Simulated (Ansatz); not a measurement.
# doublet BH4 at 6 levels

We compute a comparison of 6 runs (U-r2SCAN/3-21G, U-r2SCAN0/3-21G, U-wB97X/6-31G, UB3LYP/3-21G, RPA@PBE/3-21G, UCCSDT/6-31G) of doublet BH4. 

Program for the calculation: Ansatz 0.2.0.

### 1 The system as given

BH4 has 5 atoms, charge 0, and is taken as a doublet. SMILES of the parent species: `[H][B-]([H])([H])[H]`. The coordinates come from a GFN2-xTB relaxation. That shape belongs to the parent species and isn't relaxed for this state.

Bond lengths: B1–H2 1.229 Å, B1–H3 1.229 Å, B1–H4 1.229 Å, B1–H5 1.229 Å. Angles: H2–B1–H3 109.5°, H2–B1–H4 109.5°, H2–B1–H5 109.5°, H3–B1–H4 109.5°, H3–B1–H5 109.5°, H4–B1–H5 109.5°.

### 2 A single-point energy at U-r2SCAN/3-21G (run 1)

input.yaml reads:

```yaml
crystal:
  periodic: [false, false, false]
  atoms:
    - {symbol: B, position_ang: [0.000000, -0.000190, -0.000050]}
    - {symbol: H, position_ang: [0.011880, -0.020580, 1.229120]}
    - {symbol: H, position_ang: [1.154650, 0.011840, -0.420810]}
    - {symbol: H, position_ang: [-0.587600, 1.007810, -0.387560]}
    - {symbol: H, position_ang: [-0.578930, -0.998880, -0.420690]}
basis:
  gaussian:
    orbitals: 3-21G.json
magnetization:
  spin_polarized: true
  initial_magnetization: 1
hamiltonian:
  xc: r2scan
accuracy: high
```

The basis set 3-21G is read from a file made from the Basis Set Exchange's data (not shown).

Run with:

```
$ ansatz run input.yaml --threads 1 --pin off --max-ram 2610MiB --events-out events.jsonl --progress --plain --runs-dir runs
```

What it wrote:

```text
Warning: RAYON_NUM_THREADS=1 ignored (pool sized by the plan → 1); use --threads N
Functional definition: r2SCAN
  name "r2SCAN"
  parameter k0 = 0.174
  parameter k1 = 0.065
  parameter a1 = 4.9479
  exchange = r2scan_x(k0 = k0, k1 = k1, a1 = a1)
  correlation = r2scan_c
342 factors; integrals over basis functions are off by at most 5.4e-9 eV
mean field evaluation 1: about -731.3423 eV, gradient 1.2e1 eV
mean field evaluation 2: about -730.7185 eV, gradient 1.4e1 eV
mean field evaluation 4: about -732.3819 eV, gradient 3.6e0 eV
mean field evaluation 8: about -732.5089 eV, gradient 5.8e-1 eV
mean field evaluation 16: about -732.4760 eV, gradient 3.2e-3 eV
mean field evaluation 32: about -732.3257 eV, gradient 1.4e-1 eV
mean field evaluation 64: about -732.3493 eV, gradient 2.2e-1 eV
mean field -732.47618543 eV, -26.9180033243 hartree, gradient 2.6e-8 eV, S^2 0.753784; 8 other end points of the search recorded, 0 dependent functions left out
reference -732.47618624 eV, -26.9180033542 hartree; 5, 4 occupied and 12, 13 virtual orbitals, 342 factors
Total energy: -732.47618624 eV, -26.9180033542 hartree
```

It took 6.9 s on 1 thread of Arm Neoverse V2, shared host; peak memory 0.17 GiB.

### 3 A single-point energy at U-r2SCAN0/3-21G (run 2)

in.yaml reads:

```yaml
crystal:
  periodic: [false, false, false]
  atoms:
    - {symbol: B, position_ang: [0.000000, -0.000190, -0.000050]}
    - {symbol: H, position_ang: [0.011880, -0.020580, 1.229120]}
    - {symbol: H, position_ang: [1.154650, 0.011840, -0.420810]}
    - {symbol: H, position_ang: [-0.587600, 1.007810, -0.387560]}
    - {symbol: H, position_ang: [-0.578930, -0.998880, -0.420690]}
basis:
  gaussian: {orbitals: 3-21G.json}
accuracy: high
magnetization: {spin_polarized: true, initial_magnetization: 1}
hamiltonian: {xc: {name: r2SCAN0}}
```

The basis set 3-21G is read from a file made from the Basis Set Exchange's data (not shown).

Run with:

```
$ ansatz run in.yaml --threads 1 --pin off --max-ram 2610MiB --events-out events.jsonl --progress --plain --runs-dir runs
```

What it wrote:

```text
Warning: RAYON_NUM_THREADS=1 ignored (pool sized by the plan → 1); use --threads N
Functional definition: r2SCAN0
  name "r2SCAN0"
  parameter a = 0.25
[... 3 set-up lines as earlier in the session ...]
  exchange = (1 - a)*r2scan_x(k0 = k0, k1 = k1, a1 = a1) + a*exact_x
[... 1 set-up line as earlier in the session ...]
342 factors; integrals over basis functions are off by at most 5.4e-9 eV
mean field evaluation 1: about -731.6015 eV, gradient 9.7e0 eV
mean field evaluation 2: about -732.1299 eV, gradient 4.9e0 eV
mean field evaluation 4: about -732.2994 eV, gradient 2.0e-1 eV
mean field evaluation 8: about -732.2729 eV, gradient 8.3e-2 eV
mean field evaluation 16: about -732.3197 eV, gradient 2.3e-2 eV
mean field evaluation 32: about -732.2551 eV, gradient 8.4e-2 eV
mean field -732.31970136 eV, -26.9122526410 hartree, gradient 8.0e-9 eV, S^2 0.756985; 4 other end points of the search recorded, 0 dependent functions left out
reference -732.31970199 eV, -26.9122526641 hartree; 5, 4 occupied and 12, 13 virtual orbitals, 342 factors
Total energy: -732.31970199 eV, -26.9122526641 hartree
```

It took 3.9 s on 1 thread of Arm Neoverse V2, shared host; peak memory 0.17 GiB.

### 4 A single-point energy at U-wB97X/6-31G (run 3)

in.yaml, as its differences from that of step 3:

```diff
@@ -9,5 +9,5 @@
 basis:
-  gaussian: {orbitals: 3-21G.json}
+  gaussian: {orbitals: 6-31G}
+magnetization: {spin_polarized: true, initial_magnetization: 1}
+hamiltonian: {xc: {name: wB97X}}
 accuracy: high
-magnetization: {spin_polarized: true, initial_magnetization: 1}
-hamiltonian: {xc: {name: r2SCAN0}}
```

Run with:

```
$ ansatz run in.yaml --threads 1 --pin off --max-ram 2610MiB --events-out events.jsonl --progress --plain --runs-dir runs
```

What it wrote, cut to the lines that bear on the results:

```text
Warning: RAYON_NUM_THREADS=1 ignored (pool sized by the plan → 1); use --threads N
Functional definition: wB97X
  name "wB97X"
[...]
      + exact_x_lr(omega)
[...]
      + integral(e_c_pw_opposite_spin*poly(b97_u_opposite, 1, cos1, cos2, cos3, cos4))
409 factors; integrals over basis functions are off by at most 2.7e-9 eV
171 factors; integrals over basis functions are off by at most 9.2e-10 eV
[...]
mean field -736.53542529 eV, -27.0671776377 hartree, gradient 2.3e-8 eV, S^2 0.753642; 4 other end points of the search recorded, 0 dependent functions left out
reference -736.53542370 eV, -27.0671775793 hartree; 5, 4 occupied and 12, 13 virtual orbitals, 409 factors
Total energy: -736.53542370 eV, -27.0671775793 hartree
```

Wall time 8.4 s (1 thread of Arm Neoverse V2, shared host); peak memory 0.29 GiB.

Runs 4 to 5 aren't shown in full; the table further down has their settings and results.

### 5 The energy at UCCSDT/6-31G (run 6)

run.yaml reads:

```yaml
crystal:
  periodic: [false, false, false]
  atoms:
    - symbol: B
      position_ang: [0.000000, -0.000190, -0.000050]
    - symbol: H
      position_ang: [0.011880, -0.020580, 1.229120]
    - symbol: H
      position_ang: [1.154650, 0.011840, -0.420810]
    - symbol: H
      position_ang: [-0.587600, 1.007810, -0.387560]
    - symbol: H
      position_ang: [-0.578930, -0.998880, -0.420690]
basis:
  gaussian: {orbitals: 6-31G}
magnetization: {spin_polarized: true, initial_magnetization: 1}
correlation: {method: ccsdt, frozen_orbitals: {B: 1, H: 0}}
accuracy: high
scf: {omitted_lower_state_checks: [cluster_reference, increment]}
```

Run with:

```
$ ansatz run run.yaml --threads 1 --pin off --max-ram 2610MiB --events-out events.jsonl --progress --plain --runs-dir runs
```

What it wrote:

```text
Warning: RAYON_NUM_THREADS=1 ignored (pool sized by the plan → 1); use --threads N
[... 13 lines left out ...]
1 core orbitals not correlated: weight in the atoms' cores, before any rotation towards them, 1.000 or more for the frozen orbitals, at most 0.000 for the correlated occupied ones
[... 46 lines left out ...]
Total energy: -732.26130755 eV, -26.9101067079 hartree
Checks for a lower state left out: cluster_reference, increment
```

Wall time 1.1 s (1 thread of Arm Neoverse V2, shared host).

### 6 All runs side by side

```tsv
run	level	frozen core orbitals	energy (Eh)	⟨S²⟩	wall time
1	U-r2SCAN/3-21G	–	-26.918003	0.754	6.9 s
2	U-r2SCAN0/3-21G	–	-26.912253	0.757	3.9 s
3	U-wB97X/6-31G	–	-27.067178	0.754	8.4 s
4	UB3LYP/3-21G	–	-26.949647	0.754	1.2 s
5	RPA@PBE/3-21G	1	-26.849703	0.752	3.6 s
6	UCCSDT/6-31G	1	-26.910107	0.758	1.1 s
```

### 7 Outcome

```
                                         quantity         value
                              run 6: total energy  -26.91011 Eh
run 6: correlation energy (1 core orbital frozen)     -87.6 mEh
         run 6: ⟨S²⟩ of the reference determinant         0.758
                             run 6: T1 diagnostic         0.032
```

**Reading.** Totals of different functionals can't be ranked against each other. All runs together took 25 s, the longest 8.4 s.
